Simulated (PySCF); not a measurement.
**Solver options tried on Al2⁻**

Do solver options change the result for Al2⁻, or only the number of cycles?

The runs use PySCF 2.14.0; method and basis as typed in the scripts.

1 further run of the same task is left out (it didn't finish).

## (1) Starting geometry

Al2⁻: 2 atoms, charge -1, spin multiplicity 2.

Bond lengths: Al1–Al2 2.365 Å.

## (2) Base script

input.py reads:

```python
from pyscf import gto, scf, cc

mol = gto.M(
    atom='Al 0 0 0; Al 0 0 2.365',
    basis='6-31g',
    charge=-1,
    spin=1,
    verbose=4,
)
mf = scf.UHF(mol)
mf.kernel()
mycc = cc.CCSD(mf, frozen=10)
mycc.kernel()
mf.dip_moment()
print('orbital energies (hartree):', [e[max(0, n-3):n+3].round(4) for e, n in zip(mf.mo_energy, mol.nelec)])
```

Command:

```bash
$ OMP_NUM_THREADS=1 python input.py
```

Its log is not repeated here.

It gives: E(SCF) = -483.703229 Eh, 9 cycles, E(CCSD) − E(SCF) = -0.10003 Eh, ⟨S²⟩ = 0.753.

The bond length is a typed value, not an optimised one. The dipole of an ion depends on the origin.

## (3) Damping 0.95

Edit 1 changes damping: none → 0.95.

input.py reads:

```python
from pyscf import gto, scf, cc

mol = gto.M(
    atom='Al 0 0 0; Al 0 0 2.365',
    basis='6-31g',
    charge=-1,
    spin=1,
    verbose=4,
)
mf = scf.UHF(mol)
mf.damp = 0.95
mf.diis_start_cycle = 8
mf.kernel()
mycc = cc.CCSD(mf, frozen=10)
mycc.kernel()
mf.dip_moment()
print('orbital energies (hartree):', [e[max(0, n-3):n+3].round(4) for e, n in zip(mf.mo_energy, mol.nelec)])
```

Command:

```bash
$ OMP_NUM_THREADS=1 python input.py
```

## (4) Initial guess mod_huckel

Edit 2 changes initial guess: minao → mod_huckel.

input.py, as its differences from that of step 2:

```diff
@@ -10,2 +10,3 @@
 mf = scf.UHF(mol)
+mf.init_guess = 'mod_huckel'
 mf.kernel()
```

**Question.** What will these runs give? Wanted: for each run, E(SCF); from base; gap, α spin; after the SCF.

**Answer**, as computed:

```tsv
run	E(SCF) (hartree)	from base (eV)	cycles	gap, α spin (eV)	after the SCF
base	-483.703229	0	9	4.89	CCSD correlation -2.722 eV, core frozen
damping 0.95	-483.703229	0.0000	15	4.89	CCSD correlation -2.722 eV, core frozen
initial guess mod_huckel	-483.703229	0.0000	9	4.89	CCSD correlation -2.722 eV, core frozen
```

Distance from each run's final energy (log10 hartree) by cycle:

```tsv
run	cycle 1	cycle 2	cycle 3	cycle 5	cycle 8	cycle 12
base	-2.3	-3.3	-4.2	-6.2	-9.3	done
damping 0.95	-2.3	-2.3	-2.4	-2.4	-3.4	-7.1
initial guess mod_huckel	-2.6	-3.4	-4.5	-6.9	-9.5	done
```

In words: The SCF energy stays the same, to the digits that matter, with damping 0.95 or initial guess mod_huckel. The base needs 9 cycles and the run with damping 0.95 needs 15.
